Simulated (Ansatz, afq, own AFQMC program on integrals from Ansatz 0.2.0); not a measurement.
## NH3⁺, doublet: AFQMC among the cluster methods

```xyz
4

N    -0.0528   -0.0007    0.0000
H     1.8630    0.0250   -0.0001
H    -0.5767    0.8792   -0.0028
H    -0.5529   -0.8944    0.0028
```

Basis 6-31G. Only valence electrons are correlated. Ansatz 0.2.0 and our own AFQMC program on the same integrals; the CISD trial comes from CCSD amplitudes, and released means the phaseless constraint is let go. Error bars are statistical, one sigma.

Determinant: ROHF, the one that the program's search chose, which needn't be the lowest solution. The geometry is a point of a scan.

Full CI on the same integrals is exact in this basis and with this determinant's frozen core.

Cautions: a spin-contaminated unrestricted determinant lies lower (UHF 722 meV lower, ⟨S²⟩ 1.31); strong correlation (T1 0.052, weight of the determinant 0.87, largest double 0.21); the released energies are still falling, so no released level is given (meV from the phaseless value at times in 1/Eh: -2 ± 3 at 0.24, -3.4 ± 2.2 at 0.51, -6.5 ± 2.2 at 0.99, -6.6 ± 1.9 at 1.62, -13 ± 3 at 2.40), though the last usable value meets full CI within the noise.

* T1 diagnostic: 0.0522
* weight of the determinant in the CISD state: 0.872
* size of the correlated space: 7 electrons in 14 orbitals

Reference: full CI, correlation energy -3.747 eV.

```json
{"level": "HF", "E − E(reference) (kcal/mol)": "86.40", "share of correlation (%)": "0.00"}
{"level": "MP2", "E − E(reference) (kcal/mol)": "19.36", "share of correlation (%)": "77.60"}
{"level": "CCSD", "E − E(reference) (kcal/mol)": "2.17", "share of correlation (%)": "97.48"}
{"level": "CCSD(T)", "E − E(reference) (kcal/mol)": "0.37", "share of correlation (%)": "99.57"}
{"level": "CCSDT", "E − E(reference) (kcal/mol)": "0.19", "share of correlation (%)": "99.78"}
{"level": "CCSDT(Q)", "E − E(reference) (kcal/mol)": "0.00", "share of correlation (%)": "100.00"}
{"level": "CCSDTQ", "E − E(reference) (kcal/mol)": "0.01", "share of correlation (%)": "99.99"}
{"level": "ph-AFQMC/HF", "E − E(reference) (kcal/mol)": "-3.33 ± 0.93", "share of correlation (%)": "103.85"}
{"level": "ph-AFQMC/CISD", "E − E(reference) (kcal/mol)": "0.30 ± 0.09", "share of correlation (%)": "99.65"}
```

CCSDT and higher add their correlation energy to the determinant of the CCSD(T) run, since their own runs factorise the integrals more tightly (a shift of under 2 meV). A walk keeps the symmetry of its determinant, which the program's search chose and which needn't be the lowest solution, so a lower state of the same spin and another symmetry isn't excluded.
